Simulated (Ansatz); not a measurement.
## Interaction energy ladder

The pair of CH₄S (SMILES CS, atoms 1–6) and CH₄ (SMILES C, atoms 7–11), both closed shells, in one local arrangement (a lower one may exist), relaxed at PBE0-D4/def2-TZVP:

| atom | x (Å) | y (Å) | z (Å) |
| --- | --- | --- | --- |
| C1 | -0.2727 | 0.0674 | -1.8405 |
| S2 | 1.4992 | 0.3222 | -1.6025 |
| H3 | -0.4681 | -0.7612 | -2.5198 |
| H4 | -0.6533 | 0.9839 | -2.2915 |
| H5 | -0.7827 | -0.0916 | -0.8911 |
| H6 | 1.7687 | -0.8763 | -1.0627 |
| C7 | -0.2176 | 0.0715 | 2.0400 |
| H8 | 0.2045 | 0.1803 | 3.0385 |
| H9 | 0.4911 | 0.4476 | 1.3017 |
| H10 | -1.1465 | 0.6385 | 1.9784 |
| H11 | -0.4225 | -0.9823 | 1.8494 |

Program: Ansatz 0.2.0. Basis: def2-TZVPPD, with def2-QZVPPD for the basis limit. Cores are frozen in the correlated methods. B3LYP uses VWN-RPA correlation. Extrapolation: Hartree–Fock as exp(−7.88 √X), correlation as X^−2.97. Interaction energies count from these two fragments, frozen as in the pair, with the counterpoise correction; negative means bound.

Q: What is the interaction energy by CCSD(T) at an estimated basis limit (MP2 extrapolated from triple and quadruple zeta, plus CCSD(T) − MP2 in triple zeta)? (To be estimated.)

A: Computed: -4.5 kJ/mol. Hartree–Fock alone gives 2.8 kJ/mol at the basis limit, so without correlation the pair would not bind at this distance. It counts from the two fragments frozen as in the pair.

The same quantity by other methods in triple zeta, and each one's difference from that estimate:
```tsv
method	E_int (kJ/mol)	difference
PBE-D4	-5.6	-1.2
revPBE-D4	-4.5	0.0
BLYP-D4	-3.8	0.6
r2SCAN-D4	-4.2	0.3
B97M-V	-4.4	0.1
PBE0-D4	-5.0	-0.6
B3LYP-D4	-4.3	0.2
HSE06-D4	-5.0	-0.6
wB97X-V	-4.3	0.1
wB97M-V	-4.2	0.3
B2PLYP	-1.0	3.5
HF	2.8	7.3
MP2	-3.9	0.6
CCSD	-2.8	1.7
CCSD(T)	-3.7	0.7
```
Differences are method less estimate.

Q: Which atoms make the shortest contact between the fragments?

A: H5 and H9, 2.59 Å apart.

Basis-set superposition shift (counterpoise-corrected less uncorrected): CCSD(T) 1.4; MP2 1.4; HF 0.2; PBE0-D4 0.2; wB97M-V 0.3 kJ/mol.

T1 diagnostic: at most 0.010.

For scale, one of the runs: CCSD(T)/def2-TZVPPD, 261 basis functions, launched by `ansatz run in.yaml --threads 4 --pin off --events-out ev --progress --plain --max-ram 9574MiB`. Time: 100 s of wall clock on 4 CPU threads of an Arm Neoverse V1; the host was shared. Peak host memory: 6.1 GiB.
